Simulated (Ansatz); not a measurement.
Gas-phase reaction in SMILES: OCl (HOCl) -> OCl (HOCl) as doublet, charge +1 + e-

Wanted: adiabatic ionisation energy (0 K, with zero-point energies), in eV. Set-up: spin-orbit terms left out; UHF or UKS for open shells; dispersion terms only where a functional's name holds one; non-relativistic. Ab initio and DFT rows: single points at B3LYP-D3(BJ) geometries (Ansatz, a quantum-chemistry and plane-wave program), with unscaled harmonic terms from B3LYP/6-31G* at its own minima.

```json
[
 {"species": "OCl (HOCl)", "coefficient": "-1", "E at HF/3-21G (Ansatz), Eh": "-532.24341", "E at PBE0/def2-TZVPD (Ansatz), Eh": "-535.77626", "zero-point energy, kcal/mol": "8.18"},
 {"species": "OCl (HOCl) as doublet, charge +1", "coefficient": "+1", "E at HF/3-21G (Ansatz), Eh": "-531.84020", "E at PBE0/def2-TZVPD (Ansatz), Eh": "-535.37592", "zero-point energy, kcal/mol": "7.99"}
]
```

Measured values: CCCBDB table in ASE; they hold spin-orbit and core effects.  Value to compare with, the measured value: 11.12 eV. 1 Eh = 27.2114 eV and 1 eV = 23.0605 kcal/mol.

### Question
Compute it at each level from the table, and compare with the measured value.

### Answer

- HF/3-21G: the sum of coefficient times E is 0.40321 Eh, or 10.972 eV; the thermal terms add -0.008. Result: 10.96 eV. Its error against the measured value is -0.16 eV.
- PBE0/def2-TZVPD: the sum of coefficient times E is 0.40034 Eh, or 10.894 eV; the thermal terms add -0.008. Result: 10.89 eV. Its error against the measured value is -0.23 eV.
